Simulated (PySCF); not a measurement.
Working out the ionisation energy of Si

Si [Ne] 3s2 3p2 (3P) → Si⁺ [Ne] 3s2 3p1 (2P). Computed with PySCF 2.14 in aug-cc-pV(T+d)Z with one added diffuse shell each of s, p, d, f type (7s6p5d3f, 71 functions), with no relativity, point nucleus. Frozen: [Ne]. Energies in hartree (1 hartree = 27.21139 eV):

| part | Si (lower) | Si⁺ (upper) |
| --- | --- | --- |
| UHF | -288.856700 | -288.576007 |
| MP2 opposite-spin | -0.046799 | -0.038851 |
| MP2 same-spin | -0.009954 | -0.002738 |

Question: What does Hartree-Fock give?

Answer: (-288.576007) − (-288.856700) = 0.280693 hartree = 7.638 eV.

Question: What do MP2 and SCS-MP2 (6/5 opposite-spin, 1/3 same-spin) give?

Answer: The opposite-spin parts differ by 0.216 eV and the same-spin parts by 0.196 eV. MP2: 7.638 + (0.216) + (0.196) = 8.050 eV. SCS-MP2: 7.638 + 1.2 × (0.216) + (0.196)/3 = 7.963 eV.

Measured between the centres of the two terms (NIST): 8.157 eV, so MP2 (valence) is off by -0.107 eV.

What remains against the reference includes basis incompleteness, the frozen core and correlation beyond second order.
